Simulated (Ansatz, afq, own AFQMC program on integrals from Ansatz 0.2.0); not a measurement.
**O2, triplet: AFQMC among the cluster methods**

```yaml
atoms:
  - { symbol: O, position_ang: [0.0000, 0.0000, 0.0000] }
  - { symbol: O, position_ang: [0.0000, 0.0000, 1.1928] }
```

Basis 6-31G. Only valence electrons are correlated. Integrals, coupled cluster, full CI and functionals: Ansatz 0.2.0; the random walks run on the same integrals in our own AFQMC program. ph-AFQMC/CISD is guided by a CISD state made of CCSD amplitudes; releasing the constraint for a short imaginary time cuts its bias at the price of noise, slowly where states lie close. Free projection: walkers drawn from exp(T), propagated without any constraint. Its projection time is finite, and what remains of the start isn't in its error. Error bars are statistical, one sigma.

Determinant: UHF, the one that the program's search chose, which needn't be the lowest solution. The geometry is a PBE0/def2-TZVP stationary point of this or a neighbouring charge and spin state.

Full CI is exact in this basis; its frozen core comes from its own orbitals, which moves totals by up to a few meV.

Cautions: lower spins were not checked; full CI with its own frozen core.

```
T1 diagnostic                               : 0.0134
weight of the determinant in the CISD state : 0.920
⟨S²⟩ of the determinant                     : 2.033
size of the correlated space                : 12 electrons in 16 orbitals
```

Reference: full CI, correlation energy -6.472 eV. The released energy is read at 1.50 1/Eh (meV from the phaseless value at times in 1/Eh: -21 ± 15 at 0.24, -37 ± 11 at 0.50, -44 ± 11 at 1.00, -44 ± 10 at 1.50). CCSDTQ lies 3.6 meV above full CI, in part by the other frozen core, which shifts every row alike, so rows that close can't be ranked against it.

```
         level  E − E(reference) (kJ/mol)  share of correlation (%)
            HF                      624.4                      0.00
           MP2                       11.0                     98.24
          CCSD                       19.3                     96.91
       CCSD(T)                        5.1                     99.19
         CCSDT                        4.9                     99.21
      CCSDT(Q)                        0.0                    100.00
        CCSDTQ                        0.3                     99.94
   ph-AFQMC/HF                 14.3 ± 5.7                     97.71
 ph-AFQMC/CISD                  4.2 ± 1.1                     99.33
released AFQMC                  0.0 ± 0.9                    100.00
    free AFQMC                 -0.6 ± 1.1                    100.09
```

CCSDT and higher add their correlation energy to the determinant of the CCSD(T) run, since their own runs factorise the integrals more tightly (a shift of under 2 meV). Free projections are given only where their last times agree within the noise and don't stop above the reference; a slow remainder of the start can still hide under it. A walk keeps the symmetry of its determinant, which the program's search chose and which needn't be the lowest solution, so a lower state of the same spin and another symmetry isn't excluded. Released energies are given only where the last usable release times agree within the noise; a slower fall can still hide under it.
